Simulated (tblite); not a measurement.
C2H4OP2.
Atom-mapped SMILES: `[H]/[P:5]=[P:4]/[C:2]([CH3:1])=[O:3]` (hydrogens: H6, H7, H8 on C1; H9 on P5)

Structure optimised with GFN2-xTB, isolated species.

Give the optimised bond lengths and angles.

| bond | length (Å) |
| --- | --- |
| C1–C2 | 1.502 |
| C2=O3 | 1.203 |
| C2–P4 | 1.863 |
| P4=P5 | 2.024 |
| C1–H6, C1–H7, C1–H8 | 1.089 |
| P5–H9 | 1.404 |

Bonds in one row agree within 0.01 Å and their mean is given. A selection of angles:
| angle | degrees |
| --- | --- |
| C2–C1–H6 | 108.9 |
| C2–C1–H7 | 111.7 |
| H6–C1–H7 | 109.9 |
| H6–C1–H8 | 107.6 |
| C1–C2–O3 | 124.2 |
| C1–C2–P4 | 117.8 |
| O3–C2–P4 | 118.1 |
| C2–P4–P5 | 96.9 |
| P4–P5–H9 | 93.1 |

Torsions: C1–C2–P4–P5 -71° (synclinal). The mirror-image conformer, all signs reversed, is as good.

P5 (phosphorus bonded to P and H) is bent (angle 93.1°). P4 (phosphorus bonded to C and P) is bent (angle 96.9°).

Point group: C1 (no symmetry element, even within 0.4 Å). GFN2-xTB frequencies show an imaginary mode (124i cm⁻¹), so the point is no minimum at that level. 2 starts were optimised and ended at 0.00 and 0.27 kcal/mol (GFN2-xTB); the lowest of these is shown.

The numbers are calculated, not measured.
